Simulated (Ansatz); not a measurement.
`CC(C)(O)Cl` + H₂O → `CC(O)(O)Cl` + CH₄ at 400 K and 1 bar (formal hydrolysis of a C–C bond).

Gas-phase electronic energies from Ansatz, PBE0-D4/def2-TZVP geometries. CBS: MP2 limit from def2 TZ/QZ plus the TZ coupled-cluster correction, frozen cores. This one scheme is used for every species. One conformer a species, not always the lowest.

```tsv
species	CCSD(T)/CBS energy (Eh)	H − E (kJ/mol)	S (J/(mol·K))
`CC(C)(O)Cl`	-653.33667	290.4	355.5
H₂O	-76.37941	69.8	198.6
`CC(O)(O)Cl`	-689.24637	226.7	349.1
CH₄	-40.46206	131.3	197.2
```

H − E and S are ideal-gas, rigid-rotor, harmonic terms from PBE0-D4/def2-TZVP, for one conformer and one mirror image of each species. 1 Eh = 2625.50 kJ/mol, R = 8.31446 J/(mol·K).

Q: By hand: ΔE, ΔH, ΔS and ΔG.

A: ΔE = (-689.24637) + (-40.46206) − (-653.33667) − (-76.37941) = 0.00765 Eh = 20.1 kJ/mol. Δ(H − E) = 226.7 + 131.3 − 290.4 − 69.8 = -2.2, so ΔH = 17.9 kJ/mol. ΔS = 349.1 + 197.2 − 355.5 − 198.6 = -7.8 J/(mol·K). ΔG = 17.9 − 400 × (-7.8)/1000 = 21.0 kJ/mol.

Q: By hand: the equilibrium constant, and the temperature at which ΔG would vanish if ΔH and ΔS stayed fixed.

A: log₁₀ K = −ΔG/(RT ln 10) = -2.7. ΔH and −TΔS have one sign here, so there is no such temperature.

The number of gas molecules stays the same, so ΔS is small and ΔH decides. A doubt of 5 kJ/mol in ΔE shifts log₁₀ K by 0.7 here. Other conformers and mirror images would add mixing entropy, several J/(mol·K) or more a flexible species. These are equilibria of isolated gas molecules and say nothing of rates. Largest T1 diagnostic: 0.011 (customary marks: 0.02 for closed shells, 0.045 for open ones).

ΔS is within the doubt of such terms, so its sign, and with it that verdict, could turn.
